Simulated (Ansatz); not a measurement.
The first iterations of a band of C2H4N (7 atoms, charge -1, multiplicity 1).

These are results of Ansatz, RKS CAM-B3LYP-D4/6-31G*, not measurements.

```json
{
 "movable images": "7",
 "climbing image": "yes",
 "spring": "0.1 eV/Å²",
 "optimiser": "quadratic models (default)",
 "start path": "through a guess of the saddle point",
 "force threshold": "0.05 eV/Å",
 "iteration limit": "60",
 "end points": "relaxed"
}
```

First end point:

```xyz
7
Properties=species:S:1:pos:R:3
C -0.965 -0.136 -0.664
N -0.326 -0.280 0.478
C 0.910 0.089 0.745
H -1.996 -0.484 -0.750
H -0.512 0.331 -1.555
H 1.568 0.575 0.006
H 1.322 -0.094 1.739
```

Last end point:

```xyz
7
Properties=species:S:1:pos:R:3
C -0.966 -0.134 -0.663
N -0.327 -0.279 0.479
C 0.910 0.087 0.745
H -0.510 0.329 -1.554
H -1.996 -0.483 -0.751
H 1.566 0.574 0.005
H 1.322 -0.093 1.739
```

| iteration | highest image above the first end (eV) | largest band force component (eV/Å) |
| --- | --- | --- |
| 1 | 15.786 | 55.259 |
| 2 | 4.211 | 13.486 |
| 3 | 2.709 | 8.819 |
| 4 | 1.963 | 3.295 |

Task: Does the band converge within its limit, and where does its top end?

Result: The run converged. It ended after 12 iterations with the highest image 1.457 eV above the first end. The order of the stationary point at the top wasn't checked. Limits of this set-up: an anion without diffuse functions, the dipole of an ion depends on the origin.

Run time: 76 s on 1 thread of AMD EPYC 9R45 96-Core Processor (Zen 5), with other jobs on the host, peak memory 0.13 GiB.
